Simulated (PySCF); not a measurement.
**Question.** Write Cartesian coordinates for `O=C(CCC)Cl` as optimised with PBE0-D3(BJ)/def2-SVP.

**Answer.** 
```xyz
13
C4H7ClO angstrom
C      1.831    0.043    0.025
C      0.449   -0.414   -0.410
C     -0.657    0.311    0.337
C     -2.036   -0.116   -0.068
O     -2.333   -0.932   -0.870
Cl    -3.304    0.784    0.835
H      1.974    1.121   -0.153
H      1.998   -0.139    1.099
H      2.619   -0.491   -0.527
H      0.315   -0.256   -1.492
H      0.337   -1.499   -0.252
H     -0.603    1.405    0.195
H     -0.582    0.166    1.429
```

Any rigid rotation of these coordinates is as good. Atoms count from 1 in this order. The 3 C–C bonds span 1.499 Å (C3–C4, drawn single) to 1.520 Å (C1–C2, drawn single), a spread of 0.021 Å. Of the pairs four or more bonds apart, O5···H11 is among the closest relative to their van der Waals radii: 2.80 Å, 103 % of the sum of Bondi's values. The 6 heavy atoms lie in one plane (0.003 Å rms).

Bonds between heavy atoms (Å): C1–C2 1.520, C2–C3 1.519, C3–C4 1.499, C4=O5 1.182, C4–Cl6 1.798.

The calculation used PySCF, PBE0-D3(BJ)/def2-SVP geometry optimisation, gas phase.

Point group: Cs (tolerance 0.08 Å). No PBE0-D3(BJ)/def2-SVP frequencies stand behind this structure, so it isn't proved a minimum. The numbers are those of one conformer (C1–C2–C3–C4 180°, C2–C3–C4–O5 0°).

Hardware: one thread of an Arm Neoverse V1 (shared host). Cost: 54 s wall, 0.51 GiB resident at most. These figures are those of the optimisation.
